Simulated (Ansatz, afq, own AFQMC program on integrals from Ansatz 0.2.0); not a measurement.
**H₃O, doublet: AFQMC among the cluster methods**

```csv
atom,x (Å),y (Å),z (Å)
H,-2.0718,0.0498,0.0000
H,-0.8328,0.0498,0.0000
O,0.1572,0.0498,0.0000
H,0.4091,-0.8901,0.0000
```

Basis cc-pVTZ. Noble-gas cores (and the filled d shells of Ga–Kr and In–Xe) are frozen. Ansatz 0.2.0 and our own AFQMC program on the same integrals; the CISD trial comes from CCSD amplitudes, and released means the phaseless constraint is let go. ± is one standard error of the sampling.

Determinant: UHF, the one that the program's search chose, which needn't be the lowest solution. The geometry is a point of a scan.

No full CI on the walks' own integrals is used here; CCSDT(Q) serves as the reference and is uncertain by about the last step of the cluster series.

Cautions: the released energies move by 1.5 errors or more from one time to the next, so no released level is given (meV from the phaseless value at times in 1/Eh: -4 ± 4 at 0.24, -2 ± 3 at 0.51, -7 ± 3 at 0.99, 3 ± 4 at 1.62, -1 ± 5 at 2.40), though the last usable value meets CCSDT(Q) within the noise.

* T1 diagnostic: 0.0110
* weight of the determinant in the CISD state: 0.933
* ⟨S²⟩ of the determinant: 0.756
* size of the correlated space: 9 electrons in 71 orbitals

```tsv
level	correlation energy (eV)
MP2	-7.2998
CCSD	-7.4830
CCSD(T)	-7.7110
```

(1) Estimate where phaseless AFQMC with a CISD trial lies against CCSD(T) on the same integrals.

(1) 13.6 ± 4.3 meV below CCSD(T).

Reference: CCSDT(Q), correlation energy -7.726 eV.

| level | E − E(reference) (meV) | share of correlation (%) |
| --- | --- | --- |
| CCSD(T) | 14.8 | 99.81 |
| CCSDT | 11.2 | 99.86 |
| ph-AFQMC/CISD | 1.2 ± 4.3 | 99.98 |

A walk keeps the symmetry of its determinant, which the program's search chose and which needn't be the lowest solution, so a lower state of the same spin and another symmetry isn't excluded.
